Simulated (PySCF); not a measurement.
# AlCl: relaxation and vibrations of the singlet

The task is one start of a wider search on AlCl: the singlet, from a linear start. It is relaxed, tested by its Hessian and followed downhill if it is a saddle.

The runs use PySCF 2.14.0; PBE, basis Al def2-SVP, Cl def2-SVP, no relativity, density fitting.

## 1. The system as given

2 atoms, charge 0, spin multiplicity 1.

Bond lengths: Al1–Cl2 2.363 Å.

Coordinates in bohr (charge 0 multiplicity 1):
```
Al    0.0000    0.0000    0.0000
Cl    0.0000    0.0000    4.4654
```

## 2. First SCF at the start

The steps below are one call of a driver around PySCF. For each, scf.py gives the equivalent set-up of the SCF; relaxations use the driver's own optimiser. After this first run the driver tries any further starts and a stability analysis.

Input file scf.py:

```python
from pyscf import gto, scf, dft
mol = gto.M(atom='''
Al     0.000000     0.000000     0.000000
Cl     0.000000     0.000000     2.363000''',
    basis={'Al': 'def2-SVP', 'Cl': 'def2-SVP'},
    charge=0, spin=0)
mf = dft.RKS(mol, xc='PBE')
mf.grids.atom_grid = (50, 194)
aux = {'Al': 'def2-universal-JKFIT', 'Cl': 'def2-universal-JKFIT'}
mf = mf.density_fit(auxbasis=aux)
mf.conv_tol = 1e-08
mf.diis_space = 10
mf.max_cycle = 60
mf.init_guess = 'minao'
mf.verbose = 4
mf.kernel()
```

Command:

```
OMP_NUM_THREADS=2 python axn.py task.json out
```

The runs that follow: Linear start, singlet: relaxation; Hessian and properties.

Q: Predict the outcome of this session. Wanted: minimum; geometry; wavenumbers; dipole moment; highest occupied, lowest empty level; polar-tensor charge of Al1; zero-point energy; atomisation energy.

As calculated:

| quantity | value |
| --- | --- |
| minimum | singlet, C∞v |
| geometry | Al–Cl 2.162 Å |
| wavenumbers (cm⁻¹) | 477 (σ+) |
| dipole moment | 1.16 D |
| highest occupied, lowest empty level | -5.98, -2.28 eV |
| polar-tensor charge of Al1 | +0.48 e |
| zero-point energy | 2.9 kJ/mol |
| entropy at 298.15 K | 228.0 J/(mol K) |
| atomisation energy (no zero-point energy) | 507 kJ/mol |

The linear start keeps its C∞v symmetry and ends in a minimum. In the infrared the band at 477 cm⁻¹ (σ+) leads. Other starts or spin states, not run here, may lie lower.
